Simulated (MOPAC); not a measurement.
MOPAC input (PM7):

```
PM7 1SCF CHARGE=1 GEO-OK AUX(PRECISION=9) THREADS=1
H3O

O     0.06462128 1    0.00157913 1    0.02700513 1
H     0.00178962 1    0.80279151 1   -0.53584283 1
H     0.01908461 1   -0.83637053 1   -0.48137831 1
H    -0.53784446 1    0.02094599 1    0.80118010 1
```

Output:

```
 *******************************************************************************
 **                                                                           **
 **                              MOPAC v23.2.5                                **
 **                                                                           **
 *******************************************************************************
 ** MOPAC's Digital Object Identifier: https://doi.org/10.5281/zenodo.6511958 **
 **                                                                           **
 ** Please cite the open-source release paper for use of this MOPAC version:  **
 ** J. E. Moussa and J. J. P. Stewart (2026)                                  **
 ** MOPAC: An open-source semiempirical molecular orbital program             **
 ** J. Open Source Softw., 11(119), 8025, https://doi.org/10.21105/joss.08025 **
 *******************************************************************************

                              PM7 CALCULATION RESULTS

 *******************************************************************************
 *  PM7        - The PM7 Hamiltonian to be used
 *  GEO-OK     - OVERRIDE INTERATOMIC DISTANCE AND OTHER SAFETY CHECKS
 *
 *
 *
 *                 CHARGE ON SYSTEM = +1
 *
 *
 *
 *  1SCF       - DO 1 SCF AND THEN STOP
 *  AUX        - OUTPUT AUXILIARY INFORMATION
 *******************************************************************************
PM7 1SCF CHARGE=1 GEO-OK AUX(PRECISION=9) THREADS=1
 H3O

   ATOM   CHEMICAL          X               Y               Z
  NUMBER   SYMBOL      (ANGSTROMS)     (ANGSTROMS)     (ANGSTROMS)

     1       O          0.06462128  *   0.00157913  *   0.02700513  *
     2       H          0.00178962  *   0.80279151  *  -0.53584283  *
     3       H          0.01908461  *  -0.83637053  *  -0.48137831  *
     4       H         -0.53784446  *   0.02094599  *   0.80118010  *

          CARTESIAN COORDINATES

    NO.       ATOM           X           Y           Z

     1         O          0.0646      0.0016      0.0270
     2         H          0.0018      0.8028     -0.5358
     3         H          0.0191     -0.8364     -0.4814
     4         H         -0.5378      0.0209      0.8012

 General Reference for PM7:
 "Optimization of Parameters for Semiempirical Methods VI: More Modifications to the
 NDDO Approximations and Re-optimization of Parameters", J. J. P. Stewart, J. Mol. Mod., 1:32, 19 (2013)
 https://link.springer.com/article/10.1007/s00894-012-1667-x

           Empirical Formula: H3 O  =     4 atoms

      MOLECULAR POINT GROUP   :   C3v

      RHF CALCULATION, NO. OF DOUBLY OCCUPIED LEVELS = 4

 -------------------------------------------------------------------------------
 PM7 1SCF CHARGE=1 GEO-OK AUX(PRECISION=9) THREADS=1
 H3O

     1SCF WAS SPECIFIED, SO BFGS WAS NOT USED
     SCF FIELD WAS ACHIEVED

                              PM7 CALCULATION
                                                       MOPAC v23.2.5 Linux

          FINAL HEAT OF FORMATION =        149.54971 KCAL/MOL =     625.71598 KJ/MOL

          COSMO AREA              =         45.63 SQUARE ANGSTROMS
          COSMO VOLUME            =         27.45 CUBIC ANGSTROMS

          IONIZATION POTENTIAL    =         22.905484 EV
          HOMO LUMO ENERGIES (EV) =        -22.905 -6.697
          NO. OF FILLED LEVELS    =          4
          MOLECULAR WEIGHT        =         19.0231         POINT GROUP:  C3v

          MOLECULAR DIMENSIONS (Angstroms)

            Atom       Atom       Distance
            H     3    H     2     1.64016
            H     4    H     2     1.42042
            O     1    H     4     0.25687

          SCF CALCULATIONS        =          1

   ATOM   CHEMICAL          X               Y               Z
  NUMBER   SYMBOL      (ANGSTROMS)     (ANGSTROMS)     (ANGSTROMS)

     1       O          0.06462128  *   0.00157913  *   0.02700513  *
     2       H          0.00178962  *   0.80279151  *  -0.53584283  *
     3       H          0.01908461  *  -0.83637053  *  -0.48137831  *
     4       H         -0.53784446  *   0.02094599  *   0.80118010  *

                             CARTESIAN COORDINATES

   1    O        0.064621280     0.001579130     0.027005130
   2    H        0.001789620     0.802791510    -0.535842830
   3    H        0.019084610    -0.836370530    -0.481378310
   4    H       -0.537844460     0.020945990     0.801180100

           Empirical Formula: H3 O  =     4 atoms

      MOLECULAR POINT GROUP   :   C3v

                  EIGENVALUES
 -40.62134 -27.84185 -27.84185 -22.90548  -6.69723  -2.72212  -2.72212

              NET ATOMIC CHARGES AND DIPOLE CONTRIBUTIONS

  ATOM NO.   TYPE          CHARGE      No. of ELECS.   s-Pop       p-Pop
    1          O          -0.407031        6.4070     1.65708     4.74995
    2          H           0.469010        0.5310     0.53099
    3          H           0.469010        0.5310     0.53099
    4          H           0.469010        0.5310     0.53099
 DIPOLE           X         Y         Z       TOTAL
 POINT-CHG.    -1.420    -0.035    -0.594     1.540
 HYBRID        -0.220    -0.005    -0.092     0.238
 SUM           -1.640    -0.040    -0.685     1.778

          ATOMIC ORBITAL ELECTRON POPULATIONS

     Atom    s        px        py        pz
    1  O   1.65708   1.78886   1.45114   1.50995
    2  H   0.53099
    3  H   0.53099
    4  H   0.53099

 **********************
 *                    *
 * JOB ENDED NORMALLY *
 *                    *
 **********************

 == MOPAC DONE ==
```

The dipole moment of an ion depends on the origin.
